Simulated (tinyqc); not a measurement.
A ladder of methods, and size consistency: correlation methods against full CI in the sto-3g basis, for H2O, spin multiplicity 1. Computed by the program tinyqc with PySCF. All electrons correlated; +Q is the Davidson correction (1 - c0^2) E_corr. The last columns treat two copies 100 angstrom apart as one system. FCI is the lowest singlet.

Geometry (angstrom):
```
atom       x        y       z
O     0.0000   0.0000  0.0000
H     0.0000   0.7000  0.5410
H     0.0000  -0.6990  0.5410
```

RHF energy of one = -74.936224 hartree

Correlation energies (hartree):
```
method   E_corr of one  share of FCI (%)  E_corr of two at 100 angstrom  two minus twice one (mhartree)
MP2          -0.029954           73.1505                      -0.059908                          0.0000
CISD         -0.040511           98.9308                      -0.079558                          1.4633
CISD+Q       -0.041270          100.7861                      -0.082377                          0.1633
CCSD         -0.040862           99.7883                      -0.081723                          0.0000
CCSD(T)      -0.040917           99.9229                      -0.081834                          0.0000
FCI          -0.040948          100.0000                              -                               -
```

What does the comparison show, and why?

MP2 recovers 73 %, CISD 98.9 % and CCSD 99.8 % of the FCI value (c0^2 = 0.981 in CISD). MP2 and coupled cluster are size consistent, so their last column vanishes; CISD loses 1.46 mhartree, since a double excitation on each copy is a quadruple of the pair, and the Davidson correction leaves +0.16.
